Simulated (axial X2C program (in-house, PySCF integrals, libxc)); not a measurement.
**NaO⁻: cheaper levels and CCSD(T), 2c**

Calculated with an in-house relativistic program for diatomic molecules. Two-component (2c) means X2C with spin–orbit coupling and atomic mean-field two-electron Coulomb and Gaunt terms. Basis: Na dyall-av3z [10s9p5d2f], O dyall-av3z [7s6p3d2f] (cores contracted in-house); Gaussian nuclei, density fitting, unrestricted open shells. Masses: Na 22.990 u, O 15.995 u.

State: Ω = 2 (⟨Sz⟩ = 1.00, ⟨Lz⟩ = 1.00 at HF); fragments Na + O- for PBE0, MP2, CCSD, PBE50, CCSD(T); Na- + O for HF.

```csv
level,Re (Å),ωe (cm⁻¹),De (eV)
PBE0,2.132,402.0,1.72
HF,2.122,420.9,n/a
MP2,2.162,391.2,1.84
CCSD,2.153,398.2,1.89
PBE50,2.111,419.7,1.84
```

Correlated methods: 8 electrons correlated (number of frozen shells: Na 2 s, 1 p; O 1 s), 236 virtual spin orbitals or spinors in MP2, 84 natural virtuals in coupled cluster.

CCSD(T), same Hamiltonian and basis:

Re = 2.160 Å, ωe = 391.8 cm⁻¹, De = 1.87 eV; T1 = 0.016 (Lee–Taylor normalisation).

Task: Give the differences from CCSD(T) in the columns below.

Result: 

```csv
level,ΔRe (Å),Δωe (cm⁻¹),ΔDe (eV)
PBE0,-0.028,10,-0.15
HF,-0.038,29,n/a
MP2,0.002,-1,-0.03
CCSD,-0.007,6,0.02
PBE50,-0.049,28,-0.03
```

The state is a single determinant with fixed occupations, the lowest that a limited PBE0 search found. Dissociation energies refer to the lowest single-determinant-based atoms at the same level and basis. De is not given where an atomic determinant may have missed its ground term or J level, or where the truncated virtual space spoils (T). Density functionals use the spin component along the axis (collinear). Coupled cluster ran in a truncated set of natural virtual spinors; the MP2 energy of the rest was added. (T) has no such correction and the atoms are truncated less, which lowers De at CCSD(T) by a hundredth of an eV or more. In 2c an atomic determinant is not the ground J level, so De misses part of the atomic spin–orbit lowering. This holds for PBE0, PBE50. Other states lie close and PBE0, whose exact exchange favours high spin, may order them wrongly; the determinant shown need not be the ground state. The nearest other spin-free determinant of the search, M_S = 0, Λ = 1, lies 0.011 eV up at the distance of the search. Without a current term, density functionals place determinants with orbital angular momentum somewhat too high. With several unpaired electrons one determinant need not be a pure state. A state of lower Ω lies just above, and one determinant can place such states too high, so the state shown need not be the lowest. The search has Ω = 1 only 0.01 eV up. Open-shell Ω = 0 determinants with evenly filled partner blocks cannot be reached by this program, so the Ω shown need not be the lowest component. The highest occupied level of some functionals is positive through self-interaction error; at Hartree–Fock it is bound.
